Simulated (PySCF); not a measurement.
Thiophene, C4H4S, SMILES c1ccsc1, singlet at its B3LYP/def2-SVP optimised geometry (Å):

```
9

C     -0.0620     1.0695     0.0003
C     -1.0883     0.0740     0.0000
C     -0.5837    -1.2021     0.0000
S      1.1470    -1.2021     0.0000
C      1.1989     0.5277     0.0006
H     -0.2535     2.1438     0.0005
H     -2.1565     0.2976    -0.0001
H     -1.1309    -2.1438    -0.0002
H      2.1565     1.0467     0.0010
```

Computed with B3LYP/def2-TZVP (PySCF). Cells within 0.4 Å of a nucleus heavier than hydrogen are left out (blank, or x).

Map of the deformation density (molecule minus spherical neutral atoms) (e/bohr³) on the plane z = 0.0 Å:

```
|1111111111111111111111111111111|
|1111111111111111111111111111111|
|1111111111111111111111111111111|
|1111111111111111111111111111111|
|1111111111111111111111111111111|
|1111111111111111111111111111111|
|1111111111111000111111111111111|
|1111111111111111111111111111111|
|1111111111111295211111111111111|
|1111111111111387210111111111111|
|1111111111111266211011101111111|
|11111111111112xxx42125510111111|
|11111111111135xxx86x58820111111|
|111111013422586247xxx6411111111|
|11111102986xx63012xxx2111111111|
|11111111466xx200003431111111111|
|11111111222x8410013531111111111|
|1111111111148620001320011111111|
|1111111110126x3331xx10011111111|
|111111111101xxx553xxx1111111111|
|1111111111136x3332xx32111111111|
|1111111111268511100132111111111|
|1111111111177311100111111111111|
|1111111111012111111111111111111|
|1111111111001111111111111111111|
|1111111111111111111111111111111|
|1111111111111111111111111111111|
|1111111111111111111111111111111|
|1111111111111111111111111111111|
|1111111111111111111111111111111|
|1111111111111111111111111111111|
```
Scale: ten equal steps from -0.025 (start of '0') to 0.125 (end of '9'), in the order '0123456789'; x runs from -4.50 to 4.50, y from -4.50 (bottom) to 4.50 (top).
